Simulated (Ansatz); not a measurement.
A nudged elastic band was laid between two geometries of CH$_{5}$AlO (8 atoms, charge 0, multiplicity 1).

The calculation used Ansatz, RKS B3LYP-D4/cc-pVDZ.

| Property | Result |
| --- | --- |
| movable images | 5 |
| climbing image | yes |
| spring | 5.0 eV/Å² |
| optimiser | quadratic models (default) |
| start path | through a guess of the saddle point |
| force threshold | 0.05 eV/Å |
| iteration limit | 60 |
| end points | relaxed |

Initial state:

```xyz
8
Properties=species:S:1:pos:R:3
C -0.783 0.988 -0.073
Al 0.598 -0.386 -0.252
O 0.532 -1.696 0.885
H -0.335 1.980 0.122
H -1.480 0.761 0.750
H -1.371 1.088 -1.004
H 1.753 -0.379 -1.350
H 1.178 -2.412 0.866
```

Final state:

```xyz
8
Properties=species:S:1:pos:R:3
C -0.787 0.983 -0.090
Al 0.688 -0.301 -0.078
O 0.287 -1.925 0.389
H -0.816 1.566 -1.028
H -0.674 1.714 0.731
H -1.762 0.484 0.038
H 2.199 0.039 -0.450
H 0.957 -2.618 0.433
```

Task: What changes between the two ends?

Result: No bond is made or broken. The dihedral H6–C1–Al2–H7 goes from 58 to 170°.

Task: What energy profile does the band end with?

Result: It converged. The highest image is number 3 of 0 to 6, 0.1 kcal/mol above the ends, which have the same energy within 2 meV. The top lies less than 8 meV above the higher end, about what the thresholds resolve: that end is a shoulder or a very shallow well. A vibrational analysis at the climbing image gives one clearly imaginary mode, 63i cm⁻¹: a first-order saddle point.

```csv
image,path coordinate (Å),energy (kcal/mol),dihedral H6–C1–Al2–H7 (°)
0,0.00,0.0,58
1,0.44,0.0,76
2,0.89,0.1,94
3,1.33,0.1,113
4,1.80,0.1,133
5,2.28,0.1,152
6,2.75,0.0,170
```

Task: What is the geometry of the highest image?

Result: 
```xyz
8
Properties=species:S:1:pos:R:3:forces:R:3
C -0.768 1.001 -0.083 0.01 -0.01 0.02
Al 0.671 -0.323 -0.167 -0.01 -0.01 0.01
O 0.351 -1.828 0.640 0.00 0.02 0.00
H -0.477 1.979 -0.498 0.00 0.01 0.00
H -1.100 1.152 0.959 0.00 0.00 0.00
H -1.648 0.643 -0.646 -0.01 0.00 -0.01
H 2.068 -0.136 -0.908 0.00 0.00 0.00
H 0.996 -2.545 0.646 0.00 0.00 0.00
```

The band took 12 iterations and of the order of 110 core-seconds.

Run time: 110 s on 1 thread of Arm Neoverse V2 (shared host), peak memory 0.13 GiB.
